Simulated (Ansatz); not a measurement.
Species: SO2, charge 1, multiplicity 2. 
Coordinates optimised at B3LYP-D3(BJ)/def2-TZVP (Ansatz, an electronic-structure program):
```
S
O 1 1.4268
O 1 1.4268 2 131.90
```
Charge +1, spin multiplicity 2.

Parts of the frozen-core correlation energy in STO-3G (Ansatz, hartree). Frozen orbitals: 7; correlated occupied orbitals by spin: 9 and 8; virtual: 3 and 4. UHF or UKS for open shells. No spin-orbit coupling. Non-relativistic. The program attaches cautions to this run: large difference.

| term | value |
|---|---|
| reference (HF) | -540.37557 |
| MP2 opposite-spin | … |
| MP2 same-spin | … |
| CCSD correlation | -0.16732 |
| (T) | … |
| T1 diagnostic | 0.108 |
| largest doubles amplitude | 0.210 |
| <S^2> of the reference | 1.427 |

**Question.** Some entries are withheld; supply them.

**Answer.** 
- MP2 opposite-spin, value: -0.07114
- MP2 same-spin, value: -0.03194
- (T), value: -0.01512
